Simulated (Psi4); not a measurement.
Psi4 input (wB97X-D/6-311+G**):

```
memory 1500 MB

molecule {
-1 1
C    -0.16649132    0.77560483    0.01113563
O    -0.09158675   -0.73334912   -0.01012874
H     0.83810554   -1.00422090   -0.01541851
H     0.44817495    1.09642783    0.89008978
H     0.44536144    1.12095706   -0.86045513
symmetry c1
no_reorient
no_com
}

set {
  basis 6-311+G**
  reference rks
  scf_type pk
  dft_radial_points 99
  dft_spherical_points 590
  e_convergence 1e-8
  d_convergence 1e-7
  maxiter 150
}

e = energy('wb97x-d')
print_out(f'\nFINAL {e:.10f} DIPOLE {variable("CURRENT DIPOLE")[0]:.6f} {variable("CURRENT DIPOLE")[1]:.6f} {variable("CURRENT DIPOLE")[2]:.6f}\n')
```

From the last part of the output:

```
      40A      2.012568    41A      2.189768    42A      2.273034
      43A      2.337025    44A      2.477555    45A      2.699540
      46A      2.766783    47A      2.819244    48A      2.831197
      49A      3.073966    50A      3.092569    51A      3.306793
      52A      3.346641    53A      3.464044    54A      3.593694
      55A      4.024541    56A      4.133450    57A      4.228252
      58A      5.324217    59A      5.583787    60A      5.864758
      61A     24.129855    62A     50.240462

    Final Occupation by Irrep:
              A
    DOCC [     9 ]
    NA   [     9 ]
    NB   [     9 ]

  @RKS Final Energy:  -115.03997932213798

   => Energetics <=

    Nuclear Repulsion Energy =             33.1802848736918676
    One-Electron Energy =                -226.6739550185927214
    Two-Electron Energy =                  88.9344627572001940
    DFT Exchange-Correlation Energy =     -10.4801976487024628
    Empirical Dispersion Energy =          -0.0005742857348685
    VV10 Nonlocal Energy =                  0.0000000000000000
    Total Energy =                       -115.0399793221379809

Computation Completed

Properties will be evaluated at   0.000000,   0.000000,   0.000000 [a0]

Properties computed using the SCF density matrix

 Multipole Moments:

 ------------------------------------------------------------------------------------
     Multipole            Electronic (a.u.)      Nuclear  (a.u.)        Total (a.u.)
 ------------------------------------------------------------------------------------

 L = 1.  Multiply by 2.5417464519 to convert [e a0] to [Debye]
 Dipole X            :          1.5636156            0.0000000            1.5636156
 Dipole Y            :         -1.0858933            0.0000000           -1.0858933
 Dipole Z            :         -0.0177290            0.0000000           -0.0177290
 Magnitude           :                                                    1.9037784

 ------------------------------------------------------------------------------------

FINAL -115.0399793221 DIPOLE 1.563616 -1.085893 -0.017729

*** Psi4 exiting successfully. Buy a developer a beer!
```

The dipole moment of an ion depends on the origin.
